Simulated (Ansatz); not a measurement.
We consider zinc-blende InAs, described by r²SCAN in Ansatz (plane waves, PAW).

Total energies, extrapolated to zero smearing (they compare only within this program, potentials and cutoff; free atoms with spin allowed, lowest state found):

```csv
system,energy (eV/atom)
"zinc-blende InAs, relaxed",-5238.5897
free In atom,-5609.4182
free As atom,-4861.7109
```

Problem. Work out the cohesive energy per atom.

Solution. E_coh = [1 × (-5609.4182) + 1 × (-4861.7109)]/2 − (-5238.5897) = 3.03 eV/atom. The reference value is 3.08 eV/atom (measured, static lattice: zero-point vibration energy added, our sources range from 3.08 to 3.25; as tabulated in Mejia-Rodriguez and Trickey (2018), arXiv:1807.09216), not set against a level without spin–orbit coupling.

Spin–orbit coupling is left out; its size isn't shown.

The PAW data were made under PBE.

Ansatz is a quantum-chemistry and plane-wave program.
